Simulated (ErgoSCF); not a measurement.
**[SiH5]− (SMILES [H][Si-]([H])([H])([H])[H]) at KT3/6-31++G(d,p) (spherical functions)**

Aim: the energy difference between two shapes of [SiH5]− at KT3/6-31++G** (spherical functions), from 2 runs. 

Program for the calculation: ErgoSCF 3.8.

7 further runs of the same task are left out: 2 that didn't finish, 5 set aside as unsound or not needed.

**1. Starting point**

[SiH5]−: 6 atoms, total charge -1, spin state singlet. SMILES: `[H][Si-]([H])([H])([H])[H]`. The coordinates come from a GFN2-xTB relaxation.

Bond lengths: Si1–H2 1.639 Å, Si1–H3 1.644 Å, Si1–H4 1.491 Å, Si1–H5 1.491 Å, Si1–H6 1.491 Å. Angles: H2–Si1–H3 179.9°, H2–Si1–H4 90.0°, H2–Si1–H5 90.0°, H2–Si1–H6 90.1°, H3–Si1–H4 89.9°, H3–Si1–H5 90.0°, H3–Si1–H6 90.0°, H4–Si1–H5 120.1°, H4–Si1–H6 120.0°, H5–Si1–H6 120.0°.

**2. A single-point energy at KT3/6-31++G(d,p) (spherical functions)**

run.inp reads:

```
# KT3 on H5Si
set_nthreads(1)
molecule_inline Angstrom
Si    -0.000240     0.000230     0.001470
H     -0.019890    -0.007790     1.639910
H      0.021790     0.007860    -1.642440
H      1.490630     0.011850     0.019200
H     -0.757550     1.285100    -0.002620
H     -0.734730    -1.297250    -0.015520
EOF
scf.max_number_of_iterations = 80
basis = "6-31++Gss"
scf.use_diagonalization = 1
charge = -1
scf.convergence_threshold = 1e-06
scf.output_mulliken_pop = 1
tmpdir = "."
run "KT3"
```

Run with:

```console
$ ergo run.inp
```

Output:

```text
[...]
INDF Weighted mixed functional:
[...]
INSC Energy   1 =        -96.66192787230
[...]
INDE E_LUMO =          0.11624971538
[...]
INSC Energy  16 =       -294.75375023309  ( diff     -0.000000000006480 )
[...]
RESC CONVERGED after  16 iterations.
RESC FINAL ENERGY:       -294.75375023309
[...]
INSC SCF: dipole_moment_x [atomic units] =      -0.00095522
INSC SCF: dipole_moment_y [atomic units] =      -0.00005171
INSC SCF: dipole_moment_z [atomic units] =       0.01223114
[...]
```

Wall time 15 s (1 thread of Intel Xeon at 2.50GHz (Skylake/Cascade Lake), shared host); peak memory 0.26 GiB.

**3. The distorted shape**

ergo.in reads:

```
set_nthreads(1)
molecule_inline Angstrom
Si      -0.026366       0.014601      -0.005503
H       -0.037095      -0.013541       1.656378
H        0.023108      -0.003182      -1.630767
H        1.465514      -0.006781      -0.012632
H       -0.773773       1.285780      -0.028726
H       -0.754283      -1.277722      -0.001791
EOF
scf.output_mulliken_pop = 1
basis = "6-31++Gss"
scf.convergence_threshold = 1e-06
scf.max_number_of_iterations = 80
tmpdir = "."
charge = -1
scf.use_diagonalization = 1
run "KT3"
```

Run with:

```console
$ ergo ergo.in
```

Output:

```text
[...]
INDF Weighted mixed functional:
[...]
INSC Energy   1 =        -96.69977383059
[...]
INDE E_LUMO =          0.11650523648
[...]
INSC Energy  16 =       -294.75294008074  ( diff     -0.000000000006992 )
[...]
RESC CONVERGED after  16 iterations.
RESC FINAL ENERGY:       -294.75294008074
[...]
INSC SCF: dipole_moment_x [atomic units] =       0.00289858
INSC SCF: dipole_moment_y [atomic units] =       0.03099334
INSC SCF: dipole_moment_z [atomic units] =      -0.05264585
[...]
```

It took 15 s on 1 thread of Intel Xeon at 2.50GHz (Skylake/Cascade Lake), shared host; peak memory 0.27 GiB.

**4. What came out**

Level: KT3/6-31++G** (spherical functions).

```
                              quantity          value
             first shape: total energy  -294.75375 Eh
         distorted shape: total energy  -294.75294 Eh
energy change with the atoms displaced       0.022 eV
```

**Reading.** With the atoms displaced the energy rises by 0.02 eV (2.1 kJ/mol). The first shape isn't relaxed at this level, so the change isn't measured from a minimum.
